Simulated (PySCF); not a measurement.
# 2,2-difluoropropane: calculation against experiment

**Measured values to compare with.**

From NIST CCCBDB Release 22 (SRD 101), experimental dipoles, for the gas: dipole moment (microwave Stark effect, vibrational ground state) 2.4 D.

How close the calculation comes is told at the end.

Compound: 2,2-difluoropropane, C₃H₆F₂.
Numbering: `[CH3:1][C:2]([CH3:3])([F:4])[F:5]` (hydrogens: H6, H7, H8 on C1; H9, H10, H11 on C3)

Cartesian coordinates in Å at the PBE0-D3(BJ)/def2-TZVP level; atoms count from 1:
```
atom  x, y, z in Å
C1     0.7443    1.0272   -0.2963
C2    -0.4649    0.2297    0.1104
C3    -0.2755   -1.2609    0.1831
F4    -1.4850    0.5009   -0.7633
F5    -0.8959    0.6778    1.3312
H6     1.0714    0.7276   -1.2921
H7     1.5560    0.8622    0.4124
H8     0.4881    2.0868   -0.3073
H9     0.5132   -1.5032    0.8958
H10   -0.0011   -1.6501   -0.7976
H11   -1.2068   -1.7261    0.5065
```

Runs made with PySCF (gas phase, on this PBE0-D3(BJ)/def2-TZVP geometry; no spin–orbit coupling):

```json
{"level": "PBE0-D3(BJ)/def2-TZVP, grid level 2", "job": "geometry optimisation from a GFN2-xTB start shaken at random", "basis functions": "191", "wall time": "89 s"}
{"level": "B97-2/pcSseg-2", "job": "shieldings", "basis functions": "264", "wall time": "28 s"}
{"level": "KT3/pcSseg-2", "job": "shieldings", "basis functions": "264", "wall time": "44 s"}
{"level": "PBE0/pcSseg-2", "job": "shieldings, charges and field gradients", "basis functions": "264", "wall time": "30 s"}
{"level": "wB97X-D/pcSseg-2", "job": "shieldings", "basis functions": "264", "wall time": "38 s"}
{"level": "CAM-B3LYP/aug-cc-pVTZ", "job": "10 singlets by full TDDFT, 4 Tamm–Dancoff triplets, polarisability", "basis functions": "368", "wall time": "76 s"}
{"level": "PBE0/aug-cc-pVTZ", "job": "10 singlets by full TDDFT, 4 Tamm–Dancoff triplets, polarisability, dynamic polarisability", "basis functions": "368", "wall time": "67 s"}
{"level": "wB97X-D/aug-cc-pVTZ", "job": "10 singlets by full TDDFT, 4 Tamm–Dancoff triplets, polarisability, ΔSCF ions", "basis functions": "368", "wall time": "2.1 min"}
```

Hardware: one thread, AMD EPYC 7R43 (x86_64), no GPU, shared host.

## Comparison

**Dipole moment.** Measured: 2.4 D (NIST CCCBDB Release 22 (SRD 101), experimental dipoles).

```tsv
level	computed (D)	computed − measured (D)	% (from the printed values)
PBE0-D3(BJ)/def2-TZVP	2.32	-0.08	-3
B97-2/pcSseg-2	2.38	-0.02	-1
KT3/pcSseg-2	2.27	-0.13	-5
PBE0/pcSseg-2	2.40	0.00	0
wB97X-D/pcSseg-2	2.42	+0.02	+1
CAM-B3LYP/aug-cc-pVTZ	2.45	+0.05	+2
PBE0/aug-cc-pVTZ	2.37	-0.03	-1
wB97X-D/aug-cc-pVTZ	2.38	-0.02	-1
```

Closest is PBE0/pcSseg-2 (0.00 D), furthest KT3/pcSseg-2 (-0.13 D); one molecule doesn't rank methods. The computed dipoles belong to one fixed geometry; measured ones are averaged over vibrations unless marked μe. Magnitudes are compared, not signs.

No measured geometry was used, and the causes of the misses weren't examined.
